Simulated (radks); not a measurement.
# Spin polarisation of the 2p shell in F³⁺

How much does F³⁺ gain by aligning the spins in its 2p shell? The moment is raised step by step from zero.

Program: radks (a radial shooting solver on a logarithmic mesh, Libxc functionals) version 1. Level of theory: non-relativistic Kohn-Sham, PBE, spin-polarised, spherical densities, point nucleus. These are calculated values, not measurements, unless marked.

### 1 Starting point

- element: fluorine (Z = 9)
- charge: +3
- electrons: 6
- configuration: [He] 2s2 2p(up 1, down 1)

In the logs a row gives level, spin channel, occupation and eigenvalue; Etot, Ekin, Encl (electron-nucleus), Eh (Hartree) and Exc are energies, all in hartree; err is the last residual, it the number of iterations.

A shell typed twice in an input gives spin up, then spin down.

### 2 No moment

Settings of this run:

```text
Z 9
configuration [He] 2s2 2p1 2p1
relativity non-relativistic
functional pbe,pbe
spin polarised
nucleus point
```

Log:

```text
1s      1   1.0000         -27.21721691
2s      1   1.0000          -3.34754538
2p      1   1.0000          -2.67385790
1s      2   1.0000         -27.21721691
2s      2   1.0000          -3.34754538
2p      2   1.0000          -2.67385790
Etot -95.29817924546151
Ekin 95.13848470332418
Encl -213.24479596169363
Eh 31.174469493314092
Exc -8.366337480406166
err 2.985591123011679e-10
it 13
```

Highest occupied level: 2p at -72.759 eV.

Radial moments (bohr):

```tsv
level	occupation	energy (eV)	<r>	outermost maximum (interpolated)	90 % within	nodes
1s	2	-740.62	0.1763	0.115	0.315	0
2s	2	-91.091	0.8778	0.718	1.37	1
2p	2	-72.759	0.8287	0.625	1.37	0
```

The radial density on a logarithmic grid:

```tsv
r (bohr)	4πr²ρ (e/bohr)
0.00680	0.2352
0.00914	0.4075
0.0124	0.7059
0.0167	1.181
0.0226	1.951
0.0303	3.066
0.0411	4.640
0.0553	6.508
0.0749	8.422
0.101	9.636
0.137	9.454
0.184	7.658
0.249	5.071
0.334	3.493
0.453	3.721
0.609	4.627
0.826	4.312
1.11	2.571
1.51	0.8590
2.02	0.1500
2.74	0.01000
```

### 3 moment 0.5 in 2p

Settings of this run:

```text
Z 9
configuration [He] 2s2 2p1.25 2p0.75
relativity non-relativistic
functional pbe,pbe
spin polarised
nucleus point
```

Log:

```text
1s      1   1.0000         -27.22614711
2s      1   1.0000          -3.37134432
2p      1   1.2500          -2.69908023
1s      2   1.0000         -27.20536800
2s      2   1.0000          -3.32092322
2p      2   0.7500          -2.64586532
Etot -95.30482622205052
Ekin 95.14580034018479
Encl -213.25609244609825
Eh 31.17928547299453
Exc -8.373819589131596
err 6.272740344577128e-10
it 13
```

E − E(step 2, no moment) = -0.181 eV. The top filled level is 2p down, -71.998 eV.

### 4 moment 1 in 2p

Settings of this run:

```text
Z 9
configuration [He] 2s2 2p1.5 2p0.5
relativity non-relativistic
functional pbe,pbe
spin polarised
nucleus point
```

Log:

```text
1s      1   1.0000         -27.23218759
2s      1   1.0000          -3.39256898
2p      1   1.5000          -2.72172519
1s      2   1.0000         -27.19053948
2s      2   1.0000          -3.29114369
2p      2   0.5000          -2.61484713
Etot -95.32482436183574
Ekin 95.16780811794487
Encl -213.29010069925675
Eh 31.193790428956437
Exc -8.396322209480282
err 9.911909787007563e-10
it 13
```

E − E(step 2, no moment) = -0.725 eV. 2p down is the highest filled level (-71.154 eV).

### 5 moment 1.5 in 2p

Settings of this run:

```text
Z 9
configuration [He] 2s2 2p1.75 2p0.25
relativity non-relativistic
functional pbe,pbe
spin polarised
nucleus point
```

Log:

```text
1s      1   1.0000         -27.23533848
2s      1   1.0000          -3.41135529
2p      1   1.7500          -2.74188724
1s      2   1.0000         -27.17265107
2s      2   1.0000          -3.25784762
2p      2   0.2500          -2.58055836
Etot -95.35833144023096
Ekin 95.2046845070823
Encl -213.34715490479647
Eh 31.21813492726001
Exc -8.433995969776795
err 1.2084607474106455e-09
it 13
```

Energy against step 2 (no moment): -1.637 eV. The top filled level is 2p down, -70.221 eV.

### 6 moment 2 in 2p

Settings of this run:

```text
Z 9
configuration [He] 2s2 2p2 2p0
relativity non-relativistic
functional pbe,pbe
spin polarised
nucleus point
```

Log:

```text
1s      1   1.0000         -27.23559462
2s      1   1.0000          -3.42773644
2p      1   2.0000          -2.75957179
1s      2   1.0000         -27.15162387
2s      2   1.0000          -3.22073241
2p      2   0.0000          -2.54285266
Etot -95.40556762078572
Ekin 95.25670676461398
Encl -213.4277308530393
Eh 31.252493725345808
Exc -8.487037257706216
err 1.2210866018304243e-09
it 13
```

E − E(step 2, no moment) = -2.922 eV. The top filled level is 2p up, -75.092 eV.

### 7 Results

```tsv
moment (μB)	E − E(0) (eV)	ε(2p up) (eV)	ε(2p down) (eV)	splitting (eV)
0	0.000	-72.759	-72.759	0.000
0.5	-0.181	-73.446	-71.998	1.448
1	-0.725	-74.062	-71.154	2.908
1.5	-1.637	-74.611	-70.221	4.390
2	-2.922	-75.092	-69.195	5.897
```

What this shows: At a moment of 2 μB the energy has fallen by 2.92 eV and the 2p levels split by 5.90 eV, 2.949 eV per μB. The Stoner form E = −I m²/4 would give I = 2.922 eV. The energy falls at every step.
